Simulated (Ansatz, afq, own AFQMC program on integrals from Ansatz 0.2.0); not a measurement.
**Where AFQMC and coupled cluster stand for GeHO, doublet**

```xyz
3

Ge    0.0000    0.0156    0.3758
O     0.0000   -0.1167   -1.5777
H     0.0000    0.7275   -2.0385
```

Connectivity, by distances: Ge–OH.

Basis cc-pVDZ. Noble-gas cores (and the filled d shells of Ga–Kr and In–Xe) are frozen. AFQMC by an in-house program on the Cholesky factors that Ansatz 0.2.0 writes for its CCSD(T) run. The CISD trial takes its coefficients from CCSD amplitudes. Released means that phaseless walkers are propagated on without the constraint, phases kept. Free AFQMC starts from the CCSD state and is never constrained. Its projection time is finite, and what remains of the start isn't in its error. Error bars are statistical, one sigma. No spin–orbit coupling.

Determinant: UHF, the one that the program's search chose, which needn't be the lowest solution. The geometry is a point of a scan.

No full CI on the walks' own integrals is used here; CCSDT(Q) serves as the reference and is uncertain by about the last step of the cluster series.

Cautions: no relativity below Rb; no spin-orbit coupling; inner d shell frozen.

The T1 diagnostic is 0.0283 and the weight of the determinant in the CISD state is 0.881. The ⟨S²⟩ of the determinant is 0.764 and the size of the correlated space is 11 electrons in 31 orbitals.

Reference: CCSDT(Q), correlation energy -7.628 eV. The released energy is read at 2.40 1/Eh (meV from the phaseless value at times in 1/Eh: -18 ± 25 at 0.24, -9 ± 19 at 0.51, 2 ± 22 at 0.99, -2 ± 23 at 1.62, -32 ± 31 at 2.40).

```json
{"level": "HF", "E − E(reference) (kcal/mol)": "175.91", "share of correlation (%)": "0.00"}
{"level": "MP2", "E − E(reference) (kcal/mol)": "16.54", "share of correlation (%)": "90.60"}
{"level": "CCSD", "E − E(reference) (kcal/mol)": "6.23", "share of correlation (%)": "96.46"}
{"level": "CCSD(T)", "E − E(reference) (kcal/mol)": "1.23", "share of correlation (%)": "99.30"}
{"level": "CCSDT", "E − E(reference) (kcal/mol)": "0.74", "share of correlation (%)": "99.58"}
{"level": "ph-AFQMC/HF", "E − E(reference) (kcal/mol)": "-2.71 ± 1.75", "share of correlation (%)": "101.54"}
{"level": "ph-AFQMC/CISD", "E − E(reference) (kcal/mol)": "0.23 ± 0.47", "share of correlation (%)": "99.87"}
{"level": "released AFQMC", "E − E(reference) (kcal/mol)": "-0.51 ± 0.72", "share of correlation (%)": "100.29"}
{"level": "free AFQMC", "E − E(reference) (kcal/mol)": "-0.04 ± 0.48", "share of correlation (%)": "100.03"}
```

Free projections are given only where their last times agree within the noise and don't stop above the reference; a slow remainder of the start can still hide under it. A walk keeps the symmetry of its determinant, which the program's search chose and which needn't be the lowest solution, so a lower state of the same spin and another symmetry isn't excluded. Released energies are given only where the last usable release times agree within the noise; a slower fall can still hide under it.
